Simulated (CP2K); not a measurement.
# BF (SMILES [B]F): PBE0/TZV2P-MOLOPT-PBE0-GTH (core potential)

Aim: the energy change on altering one bond length of BF at PBE0/TZV2P-MOLOPT-PBE0-GTH (core potential), from 2 runs. 

The calculation is run with CP2K 2026.2.

## (1) The structure to begin with

BF has 2 atoms, charge 0, and is taken as a singlet. SMILES: `[B]F`. The coordinates come from a PBE0-D4/def2-TZVP relaxation.

Bond lengths: B1–F2 1.263 Å.

## (2) The energy at PBE0/TZV2P-MOLOPT-PBE0-GTH (core potential)

Input file gas.inp:

```
&global
 project gas
 run_type ENERGY
 print_level MEDIUM
&end global

&force_eval
 method Quickstep
 &dft
  basis_set_file_name BASIS_MOLOPT_UZH
  basis_set_file_name BASIS_ADMM_UZH
  potential_file_name POTENTIAL_UZH
  # Quickstep
  &qs
   method GPW
   eps_default 1.0E-10
  &end qs
  &mgrid
   cutoff 400
   rel_cutoff 50
   ngrids 4
  &end mgrid
  # no periodic images
  &poisson
   periodic NONE
   poisson_solver WAVELET
  &end poisson
  &scf
   scf_guess ATOMIC
   eps_scf 1.0E-06
   max_scf 50
   &ot
    minimizer DIIS
    preconditioner FULL_ALL
   &end ot
   &outer_scf
    eps_scf 1.0E-06
    max_scf 8
   &end outer_scf
  &end scf
  &xc
   &xc_functional
    &pbe
     scale_x 0.75
     scale_c 1.0
    &end pbe
   &end xc_functional
   &hf
    fraction 0.25
    &screening
     eps_schwarz 1.0E-09
    &end screening
    &memory
     max_memory 1050
    &end memory
   &end hf
  &end xc
  &auxiliary_density_matrix_method
   admm_type ADMMS
   exch_correction_func PBEX
  &end auxiliary_density_matrix_method
  &print
   &moments
    periodic F
    reference COM
    max_moment 1
   &end moments
   &mo_cubes
    nlumo 1
    nhomo -1
    write_cube F
   &end mo_cubes
   &hirshfeld OFF
   &end hirshfeld
  &end print
 &end dft
 # structure
 &subsys
  &cell
   abc 11.3 11.3 11.3
   periodic NONE
  &end cell
  &coord
   SCALED T
   B    0.50000000   0.50000000   0.44411106
   F    0.50000000   0.50000000   0.55588894
  &end coord
  &kind B
   basis_set ORB TZV2P-MOLOPT-PBE0-GTH-q3
   basis_set AUX_FIT admm-tzp-q3
   potential GTH-PBE0-q3
  &end kind
  &kind F
   basis_set ORB TZV2P-MOLOPT-PBE0-GTH-q7
   basis_set AUX_FIT admm-tzp-q7
   potential GTH-PBE0-q7
  &end kind
 &end subsys
&end force_eval
```

Run with:

```bash
$ OMP_NUM_THREADS=1 cp2k.psmp -i gas.inp > gas.out 2>&1
```

Standard output:

```text
CP2K| version string:                                       CP2K version 2026.2
[...]
 GLOBAL| Method name                                                        CP2K
[...]
 GLOBAL| Run type                                                         ENERGY
[...]
 DFT| Spin restricted Kohn-Sham (RKS) calculation                            RKS
 DFT| Multiplicity                                                             1
[...]
 DFT| Charge                                                                   0
[...]
 FUNCTIONAL| PBE:
 QS| Method:                                                                 GPW
[...]
 QS| Density cutoff [a.u.]:                                                200.0
[...]
 QS| Relative density cutoff [a.u.]:                                        25.0
[...]
                             - Atoms:                                          2
[...]
                             - Spherical basis functions:                     58
[...]
 Number of electrons:                                                         10
[...]
     1 OT DIIS     0.15E+00    4.5     0.37554067       -25.5716500696 -2.56E+01
[...]
    21 OT DIIS     0.15E+00    3.6     0.00000063       -26.9704311966 -3.49E-11
  *** SCF run converged in    21 steps ***
[...]
  Overlap energy of the core charge distribution:               0.00000121182978
  Self energy of the core charge distribution:                -71.92477241752400
  Core Hamiltonian energy:                                     19.94364381879011
  Hartree energy:                                              30.57205265550945
  Exchange-correlation energy:                                 -4.26582717255487
  Hartree-Fock Exchange energy:                                -1.29552929261642
  Total energy:                                               -26.97043119656594
[...]
                     Mulliken Population Analysis
 #  Atom  Element  Kind  Atomic population                           Net charge
       1     B        1          2.793249                              0.206751
       2     F        2          7.206751                             -0.206751
 # Total charge                             10.000000                 -0.000000
[...]
  Dipole moment [Debye]
    X=  0.9865405E-05 Y= -0.5854890E-05 Z=  0.1038239E+01  Total=      1.0382394
[...]
 HOMO - LUMO gap [eV] :    7.043621
 ENERGY| Total FORCE_EVAL ( QS ) energy [hartree]            -26.970431196565936
[...]
```

It took 78 s on 1 thread of Arm Neoverse V1, shared host; peak memory 1.1 GiB.

## (3) The distorted shape, same level

Input file mol.inp:

```
&GLOBAL
  PROJECT_NAME mol
  RUN_TYPE ENERGY
  PRINT_LEVEL MEDIUM
&END GLOBAL

&FORCE_EVAL
  METHOD QUICKSTEP
  &DFT
    BASIS_SET_FILE_NAME BASIS_MOLOPT_UZH
    BASIS_SET_FILE_NAME BASIS_ADMM_UZH
    POTENTIAL_FILE_NAME POTENTIAL_UZH
    &QS
      METHOD GPW
      EPS_DEFAULT 1.0E-10
    &END QS
    &MGRID
      CUTOFF 400
      REL_CUTOFF 50
      NGRIDS 4
    &END MGRID
    &POISSON
      PERIODIC NONE
      POISSON_SOLVER WAVELET
    &END POISSON
    &SCF
      SCF_GUESS ATOMIC
      EPS_SCF 1.0E-06
      MAX_SCF 30
      &OT
        MINIMIZER DIIS
        PRECONDITIONER FULL_ALL
      &END OT
      &OUTER_SCF
        EPS_SCF 1.0E-06
        MAX_SCF 5
      &END OUTER_SCF
    &END SCF
    &XC
      &XC_FUNCTIONAL
        &PBE
          SCALE_X 0.75
          SCALE_C 1.0
        &END PBE
      &END XC_FUNCTIONAL
      &HF
        FRACTION 0.25
        &SCREENING
          EPS_SCHWARZ 1.0E-09
        &END SCREENING
        &MEMORY
          MAX_MEMORY 1050
        &END MEMORY
      &END HF
    &END XC
    &AUXILIARY_DENSITY_MATRIX_METHOD
      ADMM_TYPE ADMMS
      EXCH_CORRECTION_FUNC PBEX
    &END AUXILIARY_DENSITY_MATRIX_METHOD
    &PRINT
      &MOMENTS
        PERIODIC F
        REFERENCE COM
        MAX_MOMENT 1
      &END MOMENTS
      &MO_CUBES
        NLUMO 3
        NHOMO -1
        WRITE_CUBE F
      &END MO_CUBES
      &HIRSHFELD OFF
      &END HIRSHFELD
    &END PRINT
  &END DFT
  &SUBSYS
    &CELL
      ABC 11.5 11.5 11.5
      PERIODIC NONE
    &END CELL
    &COORD
      B      5.750000     5.750000     5.023700
      F      5.750000     5.750000     6.476300
    &END COORD
    &KIND B
      BASIS_SET ORB TZV2P-MOLOPT-PBE0-GTH-q3
      BASIS_SET AUX_FIT admm-tzp-q3
      POTENTIAL GTH-PBE0-q3
    &END KIND
    &KIND F
      BASIS_SET ORB TZV2P-MOLOPT-PBE0-GTH-q7
      BASIS_SET AUX_FIT admm-tzp-q7
      POTENTIAL GTH-PBE0-q7
    &END KIND
  &END SUBSYS
&END FORCE_EVAL
```

Run with:

```bash
$ OMP_NUM_THREADS=1 cp2k.psmp mol.inp > mol.out
```

Standard output:

```text
CP2K| version string:                                       CP2K version 2026.2
[...]
 GLOBAL| Method name                                                        CP2K
[...]
 GLOBAL| Run type                                                         ENERGY
[...]
 DFT| Spin restricted Kohn-Sham (RKS) calculation                            RKS
 DFT| Multiplicity                                                             1
[...]
 DFT| Charge                                                                   0
[...]
 FUNCTIONAL| PBE:
 QS| Method:                                                                 GPW
[...]
 QS| Density cutoff [a.u.]:                                                200.0
[...]
 QS| Relative density cutoff [a.u.]:                                        25.0
[...]
                             - Atoms:                                          2
[...]
                             - Spherical basis functions:                     58
[...]
 Number of electrons:                                                         10
[...]
     1 OT DIIS     0.15E+00    5.1     0.30771297       -25.9409045531 -2.59E+01
[...]
    20 OT DIIS     0.15E+00    4.1     0.00000056       -26.9502604160 -8.43E-11
  *** SCF run converged in    20 steps ***
[...]
  Overlap energy of the core charge distribution:               0.00000001050014
  Self energy of the core charge distribution:                -71.92477241752400
  Core Hamiltonian energy:                                     19.65632056472247
  Hartree energy:                                              30.80673355776217
  Exchange-correlation energy:                                 -4.21459034990541
  Hartree-Fock Exchange energy:                                -1.27395178157194
  Total energy:                                               -26.95026041601656
[...]
                     Mulliken Population Analysis
 #  Atom  Element  Kind  Atomic population                           Net charge
       1     B        1          2.720258                              0.279742
       2     F        2          7.279742                             -0.279742
 # Total charge                             10.000000                 -0.000000
[...]
  Dipole moment [Debye]
    X=  0.3808763E-05 Y=  0.1570773E-05 Z= -0.2553129E-01  Total=      0.0255313
[...]
 HOMO - LUMO gap [eV] :    6.835998
 ENERGY| Total FORCE_EVAL ( QS ) energy [hartree]            -26.950260416016558
[...]
```

Wall time 85 s (1 thread of Arm Neoverse V1, shared host); peak memory 1.3 GiB.

## (4) Outcome

At PBE0/TZV2P-MOLOPT-PBE0-GTH (core potential):

```
                                                         quantity         value
                                        first shape: total energy  -26.97043 Eh
                                       first shape: dipole moment        1.04 D
                                         first shape: HOMO energy      -8.06 eV
                                         first shape: LUMO energy      -1.01 eV
                                       first shape: HOMO–LUMO gap       7.04 eV
                                    distorted shape: total energy  -26.95026 Eh
                                   distorted shape: dipole moment        0.03 D
                                     distorted shape: HOMO energy      -8.66 eV
                                     distorted shape: LUMO energy      -1.83 eV
                                   distorted shape: HOMO–LUMO gap       6.84 eV
energy change with the B1–F2 bond stretched from 1.263 to 1.453 Å      0.549 eV
```

With the B1–F2 bond stretched from 1.263 to 1.453 Å the energy rises by 0.55 eV (53.0 kJ/mol).
